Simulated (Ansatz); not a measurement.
## HMgF, singlet in 6-31G: errors against full CI

Geometry: a point of a breathe scan, not a stationary point.

```xyz
3

F     0.0000    0.0000    4.0849
Mg    0.0000    0.0000   -0.0535
H     0.0000    0.0000   -4.0314
```

Basis 6-31G; Ansatz 0.2.0. Only valence electrons are correlated (noble-gas cores frozen), which leaves 10 electrons in 18 orbitals. Prefix R: restricted or restricted open-shell reference; prefix U: unrestricted. Active spaces: pair = (2e, 2o) about the gap; valence = (10e, 9o) chosen from the atoms' valence shells. The metal's outer-core shells are frozen, which leaves out core–valence correlation.

Full CI is exact within this basis and frozen core; it isn't the basis-set limit. The frozen core follows each run's orbitals, which can shift R against U totals by a few meV.

Unrestricted rows (U) aren't spin-pure: their determinants' ⟨S²⟩ exceeds S(S+1) by up to 1.03, so they mix in states of higher spin.

The R cluster runs have T1 = 0.257, too large to trust, so RMP2, RCCSD, RCCSD(T), RCCSDT(Q), RCCSDT aren't compared. BCCD(T) turns its orbitals far from the restricted determinant (T1 = 0.278 for the singles of that rotation), so its spin and state can't be checked, and it isn't compared. RHF is unstable: UHF (⟨S²⟩ = 1.03) lies 5.91 eV below the lowest RHF solution. Higher spins weren't run at this geometry and may lie near or lower.

The UHF ⟨S²⟩ is 1.026. The T1 diagnostic (RCCSD) is 0.2571 and the largest doubles amplitude (RCCSD) is 1.485.

```tsv
level	E − E(full CI) (kJ/mol)	share of correlation (%)	wall time
RHF	881.0	0.00	–
UHF	310.7	64.73	0.48 s
UMP2†	54.7	–	–
CISD	258.4	70.67	0.51 s
UCCSD†	1.3	–	–
UCCSD(T)†	0.0	–	3.1 s
UCCSDT†	-0.2	–	–
CISDTQ	18.5	97.90	5.5 s
UCCSDT(Q)†	-0.3	–	12 s
RCCSDTQ*	-0.2	100.02	65 s
CASSCF (valence space)	230.4	73.85	–
NEVPT2 (valence space)	52.8	94.01	3.4 s
MRCISD (valence space)	6.5	99.27	–
MRCISD+Q (valence space)	1.7	99.81	4.7 s
```

An asterisk marks runs whose energy the program itself flagged as in doubt. A dagger marks rows that describe another state than the reference (another or a broken symmetry, a higher spin or other natural occupations), so the difference holds a gap between states beside the method's error.

The correlation energy at full CI, counted from RHF, is -9.131 eV. That run took 4.2 min on 1 thread of Arm Neoverse V2, shared host over 18,367,552 determinants.

Run but not shown, since their state, orbitals or frozen core can't be matched to the reference's or they repeat it: RMP2, RCCSD, RCCSD(T), BCCD(T), RCCSDT, RCCSDT(Q), CASSCF (pair space), NEVPT2 (pair space), MRCISD (pair space), MRCISD+Q (pair space).

Times hold each run's SCF and search for its determinant on a shared host, so for small cases they say little of a method's own cost; they ran on 1 thread of Arm Neoverse V2.

The full-CI state has the irrep A1 of C2v, in the program's axes (one component, if the state is degenerate).

Natural occupations of full CI about the gap: 1.992 1.986 1.986 1.850 1.018 0.977 0.049 0.049 0.049 0.014; effectively unpaired electrons, Σ n²(2−n)², 2.11. No single determinant describes this state well, so single-reference rows can miss without a flag.
